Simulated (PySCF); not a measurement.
C₂H₃NO (triplet state).
Bonds: C1–C2, C2–N3, C2–O4 (double). Hydrogens: H5, H6, H7 on C1.

Computed with PBE0-D3(BJ)/def2-SVP geometry optimisation, gas phase (PySCF).

Give the optimised bond lengths and angles.

```
               bond  length (bohr)
              C1–C2          2.842
              C2–N3          2.589
              C2=O4          2.320
C1–H5, C1–H6, C1–H7          2.078
```

Bonds in one row agree within 0.02 bohr and their mean is given. A selection of angles:
```
   angle  degrees
C2–C1–H5    108.8
C2–C1–H6    112.1
H5–C1–H6    109.0
H5–C1–H7    107.6
C1–C2–N3    118.2
C1–C2–O4    123.9
N3–C2–O4    118.0
```

The 4 heavy atoms lie in one plane (0.001 Å rms). C2 (carbon bonded to C, N and O) is planar (angles 123.9°, 118.2° and 118.0°, sum 360.0°, 0.00 Å off the plane of its three neighbours).

Point group: near Cs, missed by 0.24 Å at most; the miss may be what the optimiser left on a soft mode. Stationary, but not proved a minimum. ⟨S²⟩ = 2.034 (exact for a triplet: 2.00).
